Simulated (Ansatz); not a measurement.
Basis-set extrapolation for CH₂O₂ (`O=CO`) (PBE0-D4/def2-TZVP geometry, frozen core, the Gaussian-basis code of Ansatz). Multiplicity 1, RHF reference.

```
                      def2-TZVPP   def2-QZVPP
                 HF  -188.851069  -188.859698
    MP2 correlation    -0.626386    -0.674940
CCSD(T) correlation    -0.657554    -0.702991
```

Energies in hartree. Use E(X) = E(∞) + A·exp(−7.88·√X) for Hartree–Fock and E(X) = E(∞) + B·X^(−2.97) for correlation, with X = 3 and 4.

**Question.** What is the CCSD(T) energy at the basis-set limit?

**Answer.** HF limit: -188.859698 + (-0.008629) × 0.13774 = -188.86089. Correlation limit: -0.702991 + (-0.045437) × 0.74074 = -0.73665. Total: -189.59754 hartree, 2.42 eV below CCSD(T)/def2-TZVPP.
